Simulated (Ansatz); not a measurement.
## Relative stability

Two relaxed structures of CH₆AlSi (charge -1), closed shell (PBE0-D4/def2-TZVPD; forces vanish, vibrations not checked).

A:

```xyz
9
angstrom
C -1.0989 1.0403 -1.4125
Al 0.7464 -1.3078 1.0422
Si 0.0053 0.7932 -0.1028
H -1.6105 0.2070 -1.8886
H -1.3425 2.0153 -1.8283
H 0.5316 2.1506 0.3181
H 2.3646 -1.3844 0.8605
H -0.0246 -2.5439 0.3192
H 0.3384 -1.1449 2.6120
```

B:

C1  (-1.128, 1.225, -1.385)
Al2  (0.062, 0.826, 0.175)
Si3  (0.828, -1.340, 0.763)
H4  (-1.616, 0.329, -1.781)
H5  (-0.572, 1.698, -2.204)
H6  (0.792, 2.215, 0.637)
H7  (-1.915, 1.933, -1.093)
H8  (-0.400, -2.235, 0.702)
H9  (1.095, -1.305, 2.259)
(Å)

Computed with Ansatz 0.2.0 (basis: def2-TZVPPD); correlated methods freeze the cores. B3LYP uses VWN-RPA correlation.

Q: Which structure is lower at CCSD(T), and by how much? (An estimate is asked for; the value comes from the calculation.)

A: Computed: B, by 22.9 kJ/mol (electronic energy, against the other). By their contacts, A is CH₆AlSi ([CH2][SiH][AlH3]), total charge -1 and B is CH₆AlSi ([CH3][AlH][SiH2]), total charge -1.

All methods give the same order:

```
   method  E(B) − E(A) (kJ/mol)
   PBE-D4                 -34.6
r2SCAN-D4                 -31.2
  PBE0-D4                 -35.9
 B3LYP-D4                 -21.1
  wB97M-V                 -23.0
       HF                 -13.8
      MP2                 -22.8
     CCSD                 -23.0
  CCSD(T)                 -22.9
```

No T1 diagnostic of these runs exceeds 0.018. The restricted Hartree–Fock reference is unstable towards an unrestricted one at one or more of these structures.

Labels in which every atom is bracketed show which atoms are joined, not bond orders.

For scale, one of the runs: CCSD(T)/def2-TZVPPD, 235 basis functions, launched by `ansatz run in.yaml --threads 2 --pin off --events-out ev --progress --plain --max-ram 4352MiB`. The run took 97 s on 2 CPU threads of an Arm Neoverse V1 (shared host), with 3.9 GiB of host memory at its peak.
